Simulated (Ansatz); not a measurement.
Relaxation of AlFH$_{2}$O (5 atoms, charge 0, multiplicity 1), to a largest force component of 0.03 eV/Å in at most 50 steps.

Theory: RKS PBE/def2-TZVP in Ansatz.

```xyz
5
Properties=species:S:1:pos:R:3
Al 0.309 -0.222 -0.071
F -0.369 -1.454 -1.059
H 1.633 -0.956 -0.198
O -0.328 1.163 0.659
H -1.244 1.468 0.670
```

Problem. Where does it end, and by what steps?

Solution. The forces met the threshold. After 6 steps the energy has fallen by 0.559 eV; F2 moved furthest, 0.36 Å.

| step | energy less start (eV) | largest force component (eV/Å) | accepted |
| --- | --- | --- | --- |
| 0 | 0.0000 | 1.407 | yes |
| 1 | -0.4010 | 1.362 | yes |
| 2 | -0.5337 | 0.649 | yes |
| 3 | -0.5367 | 0.979 | yes |
| 4 | -0.5584 | 0.089 | yes |
| 5 | -0.5588 | 0.036 | yes |
| 6 | -0.5592 | 0.023 | yes |

```xyz
5
Properties=species:S:1:pos:R:3
Al 0.313 -0.353 -0.148
F -0.702 -1.315 -1.053
H 1.832 -0.730 -0.010
O -0.264 1.045 0.629
H -1.179 1.353 0.583
```

The run took 14 s on 2 threads of Intel(R) Xeon(R) Platinum 8259CL CPU @ 2.50GHz (Skylake/Cascade Lake), on a shared host, peak memory 0.17 GiB.
